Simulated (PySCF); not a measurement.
NO⁺: frontier orbitals

BP86 at R = 1.066 Å; N aug-cc-pVDZ, O aug-cc-pVDZ; no relativity (PySCF 2.14). State: ¹Σ⁺ (singlet), closed shell. Only the outer orbitals are listed, counted within each symmetry.

| orbital | occ. | ε (eV) | on N (%) | main shells (%) |
| --- | --- | --- | --- | --- |
| 3σ | 2 | -45.86 | 43 | 46 O s, 28 N s, 14 N p |
| 4σ | 2 | -28.00 | 26 | 46 O s, 32 N s, 27 O p |
| 1π | 2 | -25.47 | 36 | 63 O p, 35 N p |
| 1π | 2 | -25.47 | 36 | 63 O p, 35 N p |
| 5σ | 2 | -23.25 | 74 | 39 N p, 34 N s, 20 O p |
| 2π | 0 | -14.68 | 63 | 63 N p, 36 O p |
| 2π | 0 | -14.68 | 63 | 63 N p, 36 O p |

Which are the highest filled and the lowest empty level, where do they sit, and how wide is the gap?

Highest filled 5σ at -23.25 eV (in %: 39 N p, 34 N s, 20 O p); lowest empty 2π at -14.68 eV (in %: 63 N p, 36 O p); the gap at BP86 is 8.57 eV.

* bond order (Mayer): 2.37
* ⟨S²⟩: 0.000
* charge on N (Mulliken, basis-dependent): 0.71
* charge on N (Löwdin, basis-dependent): 0.67
* dipole moment (positive dipole points towards O; it is taken about the centre of mass and depends on that origin): -0.32 D
